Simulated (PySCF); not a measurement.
H₂SN: from structure and modes to constants

These are results of PySCF, UPBE0, basis S def2-TZVP, N def2-TZVP, H def2-TZVP (no relativity, density fitting), not measurements.

The doublet minimum has Cs symmetry. Masses (u): S 31.97207, N 14.00307, H 1.00782.

```xyz
4
charge 0 multiplicity 2, angstrom
S    -0.3948    0.0000    0.1606
N     1.0709    0.0000   -0.3097
H    -1.1752    0.9908   -0.4014
H    -1.1752   -0.9908   -0.4014
```

Harmonic wavenumbers (cm⁻¹): 806.3 (a', ×1), 834.9 (a'', ×1), 1013.2 (a', ×1), 1318.9 (a', ×1), 2333.3 (a'', ×1), 2369.0 (a', ×1).

Find the principal moments of inertia and the rotational constants. What kind of rotor is it?

About the centre of mass I = 3.034, 26.318, 27.241 u Å². With B = 16.8576/I this gives 5.556, 0.6405, 0.6188 cm⁻¹. The molecule is an asymmetric top with κ = -0.99.

Give the standard entropy (298.15 K, 1 bar) by its translational, rotational, vibrational and spin parts, and Cp.

Sackur–Tetrode with M = 47.99 u gives 157.1; rotation with symmetry number 1 gives 80.5; vibration 2.1; spin R ln 2 = 5.8. The total is 245.4 J/(mol K), and Cp = 4 R + 7.3 = 40.6 J/(mol K).

This need not be the most stable arrangement of these atoms.
